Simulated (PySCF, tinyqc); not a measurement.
Worked calculation: MP2 on RHF in the sto-3g basis, frozen core, for LiH, spin multiplicity 1. The lowest restricted solution is unstable here: a spin-polarised one lies 0.0001 hartree lower (PySCF). One step of it, computed by the program tinyqc.

Problem. Integrals over molecular orbitals. (pq|rs) = sum C_ip C_jq C_kr C_ls (ij|kl), one index at a time.

coefficients C:
```
               MO1        MO2        MO3       MO4        MO5        MO6
1Li 1s    0.991453  -0.150303  -0.214628  0.000000   0.000000   0.114437
1Li 2s    0.033374   0.492349   0.798648  0.000000   0.000000  -0.545635
1Li 2px   0.000000   0.000000   0.000000  0.908598  -0.417672   0.000000
1Li 2py   0.000000   0.000000   0.000000  0.417672   0.908598   0.000000
1Li 2pz  -0.004556   0.329277  -0.595839  0.000000   0.000000  -0.869984
2H 1s    -0.001137   0.586849  -0.190443  0.000000   0.000000   0.975179
```

core Hamiltonian H = T + V (hartree):
```
            1Li 1s     1Li 2s    1Li 2px    1Li 2py    1Li 2pz      2H 1s
1Li 1s   -4.663102  -1.046554   0.000000   0.000000  -0.009726  -0.107957
1Li 2s   -1.046554  -1.348872   0.000000   0.000000  -0.095613  -0.447313
1Li 2px   0.000000   0.000000  -1.097151   0.000000   0.000000   0.000000
1Li 2py   0.000000   0.000000   0.000000  -1.097151   0.000000   0.000000
1Li 2pz  -0.009726  -0.095613   0.000000   0.000000  -1.170975  -0.603192
2H 1s    -0.107957  -0.447313   0.000000   0.000000  -0.603192  -1.237391
```

Two-electron integrals (ij|kl) in chemists' order, unique and non-zero (hartree):
```
(11|11) 1.680395   (21|11) 0.265420   (21|21) 0.049941   (22|11) 0.397727
(22|21) 0.092860   (22|22) 0.290562   (31|31) 0.008981   (32|31) 0.013788
(32|32) 0.064184   (33|11) 0.396640   (33|21) 0.092880   (33|22) 0.290497
(33|33) 0.312946   (41|41) 0.008981   (42|41) 0.013788   (42|42) 0.064184
(43|43) 0.016869   (44|11) 0.396640   (44|21) 0.092880   (44|22) 0.290497
(44|33) 0.279207   (44|44) 0.312946   (51|51) 0.008981   (52|51) 0.013788
(52|52) 0.064184   (53|53) 0.016869   (54|54) 0.016869   (55|11) 0.396640
(55|21) 0.092880   (55|22) 0.290497   (55|33) 0.279207   (55|44) 0.279207
(55|55) 0.312946   (61|11) 0.025441   (61|21) 0.004832   (61|22) 0.009227
(61|33) 0.009117   (61|44) 0.009117   (61|51) 0.000614   (61|52) 0.001198
(61|55) 0.009451   (61|61) 0.000517   (62|11) 0.090416   (62|21) 0.021512
(62|22) 0.075364   (62|33) 0.071049   (62|44) 0.071049   (62|51) 0.003359
(62|52) 0.023584   (62|55) 0.083926   (62|61) 0.002524   (62|62) 0.037305
(63|31) 0.001363   (63|32) 0.007173   (63|53) 0.003249   (63|63) 0.002095
(64|41) 0.001363   (64|42) 0.007173   (64|54) 0.003249   (64|64) 0.002095
(65|11) 0.121716   (65|21) 0.029161   (65|22) 0.105148   (65|33) 0.097908
(65|44) 0.097908   (65|51) 0.005166   (65|52) 0.036363   (65|55) 0.119531
(65|61) 0.003505   (65|62) 0.056032   (65|65) 0.084776   (66|11) 0.256889
(66|21) 0.061897   (66|22) 0.239541   (66|33) 0.219055   (66|44) 0.219055
(66|51) 0.009621   (66|52) 0.087931   (66|55) 0.280410   (66|61) 0.007373
(66|62) 0.154503   (66|65) 0.238885   (66|66) 0.774606
```

Give: one-electron integrals over orbitals h = C^T H C; Two-electron integrals over orbitals.

Solution.

one-electron integrals over orbitals h = C^T H C (hartree):
```
         1        2        3        4        5        6
1  -4.6541   0.0962   0.1623   0.0000   0.0000  -0.0518
2   0.0962  -1.3331   0.0177   0.0000   0.0000   0.0329
3   0.1623   0.0177  -1.0981   0.0000   0.0000   0.0218
4   0.0000   0.0000   0.0000  -1.0972   0.0000   0.0000
5   0.0000   0.0000   0.0000   0.0000  -1.0972   0.0000
6  -0.0518   0.0329   0.0218   0.0000   0.0000  -1.0084
```

Two-electron integrals over orbitals (pq|rs), unique and non-zero (hartree); the lowest 1 orbital is frozen and left out:
```
(22|22) 0.4564    (32|22) -0.0576   (32|32) 0.0198    (33|22) 0.2140
(33|32) 0.0135    (33|33) 0.3304    (42|42) 0.0214    (43|42) 0.0201
(43|43) 0.0414    (44|22) 0.2486    (44|32) 0.0122    (44|33) 0.2801
(44|44) 0.3129    (52|52) 0.0214    (53|52) 0.0201    (53|53) 0.0414
(54|54) 0.0169    (55|22) 0.2486    (55|32) 0.0122    (55|33) 0.2801
(55|44) 0.2792    (55|55) 0.3129    (62|22) 0.1099    (62|32) -0.0425
(62|33) -0.0186   (62|44) -0.0345   (62|55) -0.0345   (62|62) 0.1297
(63|22) -0.0564   (63|32) 0.0159    (63|33) 0.0365    (63|44) 0.0070
(63|55) 0.0070    (63|62) -0.0380   (63|63) 0.0300    (64|42) -0.0187
(64|43) -0.0123   (64|64) 0.0194    (65|52) -0.0187   (65|53) -0.0123
(65|65) 0.0194    (66|22) 0.4285    (66|32) -0.0485   (66|33) 0.2388
(66|44) 0.2600    (66|55) 0.2600    (66|62) 0.1037    (66|63) -0.0462
(66|66) 0.4254
```
